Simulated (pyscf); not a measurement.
Elementary routes open to F–GeH₃ + water (H₂O) in the gas phase (singlet surface):
A. HO–GeH₃ + hydrogen fluoride (HF) (F–Ge, H–O broken; Ge–O, F–H formed)
B. HO–GeH₂–F + hydrogen (H₂) (Ge–H, H–O broken; Ge–O, H–H formed)

Optimised with ωB97X-D3(BJ)/def2-SVP in PySCF.

**Question.** Rank the routes by free-energy barrier at 298 K, lowest first, for ωB97M-D3(BJ)/def2-TZVP energies (ideal gas, 1 atm, RRHO with modes under 100 cm⁻¹ raised to 100, one conformer, R ln 2 for chiral ones without a mode under 150 cm⁻¹).

**Answer.** A (121.6 kJ/mol), B (185.7 kJ/mol)

Route A is the fastest of these, ahead of the next by 64.1 kJ/mol. The most stable products are those of B (ΔG = -31.2 kJ/mol), whose barrier is 64.1 kJ/mol higher: the kinetic and the thermodynamic product differ. At 1200 K A is still the fastest. A: On the reactant side the descent ends in a complex, 21.8 kJ/mol under the separated species and 103.8 kJ/mol under the saddle at ωB97X-D3(BJ)/def2-TZVP. On the product side the descent ends in a bound adduct, 41.6 kJ/mol under the separated species and 87.1 kJ/mol under the saddle at ωB97X-D3(BJ)/def2-TZVP. B: On the reactant side the descent ends in a complex, 21.8 kJ/mol under the separated species and 174.2 kJ/mol under the saddle at ωB97X-D3(BJ)/def2-TZVP. Only these routes are compared; each barrier is that of the saddle found, and lower ones may exist. Elements up to Kr have no core potential and no relativistic terms here.
